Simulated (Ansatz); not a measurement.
Reaction (substitution at a C–C bond): `CC(=S)CF` + `C=N` → `C=NCF` + `CC=S`

Calculated with Ansatz (gas phase, PBE0-D4/def2-TZVP geometries, no zero-point term in ΔE). CCSD(T)/CBS adds triple-zeta CCSD(T) − MP2 to the extrapolated MP2 energy (def2 sets, frozen cores). This one scheme is used for every species. DFT in def2-TZVPP. Each species was taken in one conformer, which may not be the lowest.

Problem. Is it downhill or uphill in electronic energy at CCSD(T)/CBS, and by how much? (Estimate.)

Solution. Computed: Uphill: ΔE = +1.8 kcal/mol.

Problem. What do these levels give: PBE0-D4, BHLYP-D4, revPBE, BLYP, r2SCAN, HF/def2-SVP, MP2/def2-SVP, CCSD/def2-SVP, HF/def2-TZVPP, CCSD/def2-TZVPP, SCS-MP2/def2-QZVPP, MP2/CBS(def2)? (Best estimate.)

Solution. Ansatz gave: PBE0-D4 1.2, BHLYP-D4 0.9, revPBE 0.2, BLYP -0.5, r2SCAN 1.1, HF/def2-SVP -0.4, MP2/def2-SVP 1.6, CCSD/def2-SVP 1.0, HF/def2-TZVPP -0.1, CCSD/def2-TZVPP 1.2, SCS-MP2/def2-QZVPP 1.5, MP2/CBS(def2) 2.3 kcal/mol.

Largest T1 diagnostic among the species: 0.016.

In def2-TZVPP, CCSD(T) changes the Hartree–Fock value by +1.5 kcal/mol (the triples alone add +0.2 kcal/mol) and MP2 by +2.0 kcal/mol. Leaving LDA and LC-ωPBE aside and taking each functional with its dispersion term where it has one, the values, not all of them listed here, spread over 1.3 kcal/mol, from CAM-B3LYP-D4 to B97M-V. The D4 term adds +1.0 kcal/mol with B3LYP and +0.5 kcal/mol with PBE0; it sums over pairs of atoms, weighted by their polarisabilities, and B3LYP, whose exchange is more repulsive, gets the larger term.

B3LYP here is the variant with VWN-RPA as its local correlation; programs differ in this.
